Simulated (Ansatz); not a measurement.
# H2N2Si: the cost of one run

Program: Ansatz 0.2.0. Level of theory: CCSD(T) on Hartree-Fock, Gaussian basis cc-pV(T+d)Z. These are calculated values, not measurements.

## 1. The system as given

Bond lengths: Si1–N2 1.783 Å, N2–N3 1.130 Å, Si1–H4 1.417 Å, Si1–H5 1.448 Å. Angles: Si1–N2–N3 175.6°, N2–Si1–H4 108.0°, N2–Si1–H5 105.0°, H4–Si1–H5 94.3°.

Coordinates:

```xyz
5

Si    0.0162   -0.0061   -0.0053
N    -0.0107    0.0087    1.7770
N     0.0174    0.0924    2.9032
H     1.0475   -0.8854   -0.4206
H    -1.0532   -0.9038   -0.3887
```

## 2. Relaxing the atoms: H2N2Si

Contents of input.yaml:

```yaml
relax:
  f_tol: 0.001
  max_steps: 200
crystal:
  periodic: [false, false, false]
  atoms:
    - { symbol: Si, position_ang: [0.016243, -0.006118, -0.005282] }
    - { symbol: "N", position_ang: [-0.01073, 0.008654, 1.776985] }
    - { symbol: "N", position_ang: [0.017448, 0.092388, 2.90319] }
    - { symbol: H, position_ang: [1.047506, -0.885379, -0.420601] }
    - { symbol: H, position_ang: [-1.053224, -0.903841, -0.388662] }
basis:
  gaussian: { orbitals: "cc-pV(T+d)Z.json" }
hamiltonian:
  xc: hf
correlation:
  method: ccsd_t
```

Run with:

```bash
ansatz run input.yaml --threads 8 --pin off --max-ram 20480MiB --backend cpu --events-out ev --progress --plain --runs-dir out
```

What time and memory should one allow on 8 threads of Intel Xeon 6975P-C (Granite Rapids), shared host?

About 68 s, with a peak of 1.4 GiB.
